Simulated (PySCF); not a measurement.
Compound: C3H6N (doublet state).
Z-matrix (Å and degrees, PBE0-D3(BJ)/def2-SVP geometry), rows numbered from 1:
```
C 
C   1  1.4879
C   2  1.5165  1  111.76
N   3  1.2655  2  127.86  1  -118.42
H   1  1.0926  2  121.04  3   -86.82
H   1  1.0927  2  120.16  3    81.55
H   2  1.1039  1  111.16  3  -121.19
H   2  1.1048  1  110.20  3   119.80
H   3  1.1050  2  114.73  1    60.47
H   4  1.0278  3  110.20  2    -0.69
```

The hyperfine couplings belong to this conformer and change with its torsions.

As a line formula: `N(=C/C[CH2])/[H]` [radical].

Theory: UKS B3LYP, IGLO-III on C N, pcH-1 on H, non-relativistic, mean-field spin-orbit, GIAO (PySCF). Isolated species at its PBE0-D3(BJ)/def2-SVP geometry (one conformer only). The SCF solution wasn't tested for stability.

(1) The isotropic 13C couplings are +95.6, +81.6, -29.9 MHz. Assign them to C1; C2; C3.

(2) Match the computed a_iso(1H) values -62.3, +38.6, +3.1, -2.3 MHz (means over equivalent nuclei) with the sites H5/H6; H7/H8; H9; H10.

## Answers

(1) 
```csv
site,a_iso (MHz),ρ(0) (bohr⁻³),position,distance from C1 (Å),spin population,largest |T| (MHz)
C1,+95.6,+0.0850,largest spin population,0.00,+1.09,155.7
C2,-29.9,-0.0266,1 bond from C1,1.49,-0.09,2.7
C3,+81.6,+0.0726,2 bonds from C1,2.49,+0.03,11.7
```

(2) 
```csv
site,a_iso (MHz),ρ(0) (bohr⁻³),position,distance from C1 (Å),bound to,spin population there,largest |T| (MHz)
H5/H6,-62.3,-0.0139,"α, 1 bond from C1",1.09,C1,+1.09,38.1
H7/H8,+38.6,+0.0086,"β, 2 bonds from C1",2.14,C2,-0.09,9.0
H9,-2.3,-0.0005,"γ, 3 bonds from C1",2.82,C3,+0.03,6.7
H10,+3.1,+0.0007,4 bonds from C1,3.63,N4,+0.03,2.4
```

ρ(0) is the spin density at the nucleus and T the dipolar tensor; entries for several nuclei are means. The Mulliken spin populations are largest on C1 (+1.09) and C2 (-0.09). No atom but C1 exceeds +0.15. The positive populations add up to 1.19 and the negative ones to -0.19, together 2S = 1. The angles at C1 add up to 359.0°, so it is planar; its axial dipolar tensor and the negative couplings of its protons fit spin in a p orbital normal to that plane.

Means are taken over nuclei equivalent by connectivity, which assumes that they swap fast.
